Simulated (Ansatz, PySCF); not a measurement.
This Ansatz (a first-principles code) input computes a PBE/def2-TZVPD energy:

Ansatz 0.2 input:
```yaml
crystal:
  periodic: [false, false, false]
  atoms:
    - {symbol: C, position_ang: [0.00780358, 0.53696486, -0.00372461]}
    - {symbol: C, position_ang: [0.00985896, -0.18844531, 1.29236932]}
    - {symbol: C, position_ang: [0.01042448, -0.20636333, -1.28962507]}
    - {symbol: H, position_ang: [-0.19667664, 1.60001769, -0.01114656]}
    - {symbol: H, position_ang: [0.17924347, 0.48020137, 2.13732987]}
    - {symbol: H, position_ang: [0.18018110, 0.45049265, -2.14370979]}
    - {symbol: H, position_ang: [-0.94627277, -0.70455808, 1.47473043]}
    - {symbol: H, position_ang: [0.78002945, -0.96799317, 1.31426117]}
    - {symbol: H, position_ang: [0.78060211, -0.98613760, -1.30035846]}
    - {symbol: H, position_ang: [-0.94562886, -0.72496020, -1.46522451]}
basis:
  gaussian:
    orbitals: def2-TZVPD
hamiltonian:
  xc: {name: PBE}
magnetization: {spin_polarized: true, initial_magnetization: 1}
output: {forces: true}
```

Task: Write an input for the same energy in PySCF and say what it gives.

Result: 
```python
from pyscf import gto, scf, dft

mol = gto.M(
    atom='''
    C     0.00780358    0.53696486   -0.00372461
    C     0.00985896   -0.18844531    1.29236932
    C     0.01042448   -0.20636333   -1.28962507
    H    -0.19667664    1.60001769   -0.01114656
    H     0.17924347    0.48020137    2.13732987
    H     0.18018110    0.45049265   -2.14370979
    H    -0.94627277   -0.70455808    1.47473043
    H     0.78002945   -0.96799317    1.31426117
    H     0.78060211   -0.98613760   -1.30035846
    H    -0.94562886   -0.72496020   -1.46522451
    ''',
    basis='def2-tzvpd',
    charge=0,
    spin=1,
    verbose=4,
)

mf = dft.UKS(mol, xc='pbe').density_fit(auxbasis='def2-universal-jkfit')
mf.grids.level = 3
mf.conv_tol = 1e-9
mf.max_cycle = 100
mf.max_memory = 1500
mf.kernel()
if not mf.converged:
    mf = mf.newton()
    mf.kernel(mf.make_rdm1())
for _ in range(2):
    mo, _, stable, _ = mf.stability(return_status=True)
    if stable:
        break
    mf.kernel(mf.make_rdm1(mo, mf.mo_occ))
mf.analyze()
```
It gives -118.34166 Eh, and Ansatz -118.34154 Eh, a difference of 0.12 mEh, from the treatment of integrals and grids.

It need not be the lowest isomer of its formula.
